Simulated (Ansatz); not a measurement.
**Energy profile**

The step: Si₂H₆ ([SiH3][SiH3]) + SiH₃ → Si₂H₅ ([SiH2][SiH3]) + SiH₄; bonds formed: H1–Si4; bonds broken: H1–Si2 (atoms numbered as in the saddle structure below).

```
12
angstrom
H -0.4232 0.1759 -0.8154
Si 0.7920 0.9674 0.0722
Si 1.2800 -0.2003 2.0300
Si -1.7467 -0.5801 -1.8516
H 0.2708 2.3356 0.3462
H 1.9704 1.0699 -0.8330
H 2.3032 0.4796 2.8706
H 0.0346 -0.3495 2.8301
H 1.7818 -1.5554 1.6760
H -2.9174 0.3363 -1.8803
H -2.1166 -1.8737 -1.2178
H -1.2288 -0.8057 -3.2272
```

Electronic energies by CCSD(T) at an estimated basis limit (MP2 extrapolated from triple and quadruple zeta, plus CCSD(T) − MP2 in triple zeta), on PBE0-D4/def2-TZVP structures; Si3H9, doublet; no counterpoise correction; spin–orbit coupling, which lowers free halogen atoms and radicals such as OH and SH, is left out. Program: Ansatz 0.2.0. Basis: def2-TZVPP and def2-QZVPP. Cores are frozen in the correlated methods; orbitals are unrestricted. Extrapolation: Hartree–Fock as exp(−7.88 √X), correlation as X^−2.97.

Question: Give the profile in kJ/mol, counted from the separated reactants. (An estimate is asked for; the value comes from the calculation.)

Answer: By the calculation:
```tsv
point	kJ/mol
separated: Si2H6 (linked as [SiH3][SiH3]; H1, Si2, Si3, H5, H6, H7, H8, H9; singlet) + SiH3 (Si4, H10, H11, H12; doublet)	0.0
start structure	-3.6
saddle	33.6
end structure	-14.1
separated: SiH4 (H1, Si4, H10, H11, H12; singlet) + Si2H5 (linked as [SiH2][SiH3]; Si2, Si3, H5, H6, H7, H8, H9; doublet)	-13.3
```

No T1 diagnostic of these runs exceeds 0.016. ⟨S²⟩ of the unrestricted Hartree–Fock references: 0.75 to 0.78 (a pure state has 0.75). The end structure is not quite a true minimum (one mode of 39i cm⁻¹).

Radical steps of this kind take place in plasma deposition and etching.

For scale, one of the runs: CCSD(T)/def2-TZVPP, 252 basis functions, launched by `ansatz run in.yaml --threads 8 --pin off --events-out ev --progress --plain --max-ram 19148MiB`. The run took 2.7 min on 8 CPU threads of an Arm Neoverse V1 (shared host), with 13 GiB of host memory at its peak.
